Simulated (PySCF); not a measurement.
**H: ionisation energy**

H 1s1 (2S) → H⁺ (bare nucleus), as a difference of total energies. All numbers are calculated (PySCF 2.14, the non-relativistic Hamiltonian (point nucleus), in dyall-acv3z (10s3p2d, 29 functions)). The calculations carry no spin-orbit coupling.

| method | ionisation energy (eV) |
| --- | --- |
| UHF | 13.606 |
| LDA | 13.025 |
| PBE | 13.605 |
| PBE0 | 13.642 |
| r2SCAN | 13.610 |
| TPSSh | 13.611 |
| PW91 | 13.648 |
| HSE06 | 13.647 |
| wB97M-V | 13.461 |

For comparison: 13.598 eV (theoretical estimate listed by NIST; NIST Atomic Spectra Database, ionization energies).
